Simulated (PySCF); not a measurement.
# Spin-rotation constants: SMILES [C-]#[O+], CO

Molfile (atoms numbered from 1):
```
CO
     RDKit          3D

  2  1  0  0  0  0  0  0  0  0999 V2000
    0.5652   -0.0030   -0.0035 C   0  0  0  0  0  0  0  0  0  0  0  0
   -0.5628    0.0041   -0.0120 O   0  0  0  0  0  0  0  0  0  0  0  0
  1  2  3  0
M  CHG  2   1  -1   2   1
M  END
```

The calculation used PySCF, GIAO B3LYP/def2-SVP magnetisability, rotational g tensor and spin-rotation constants, non-relativistic, gas phase. Geometry: PBE0-D3(BJ)/def2-SVP.

**Question.** Give the nuclear spin-rotation constants along the inertial axes (H = +C I·J) beside the isotropic shieldings.

**Answer.** Rotational constants –, 57.9194, 57.9194 GHz. A star marks the isotopologue with that one atom substituted, in its own axes.
| atom | isotope | Caa (kHz) | Cbb (kHz) | Ccc (kHz) | mean (kHz) | σ (ppm) |
| --- | --- | --- | --- | --- | --- | --- |
| C1 | 13C* | – | 31.760 | 31.760 | 31.760 | 10.1 |
| O2 | 17O* | – | -30.410 | -30.410 | -30.410 | -40.9 |

For the geometry as given, no vibrational averaging.
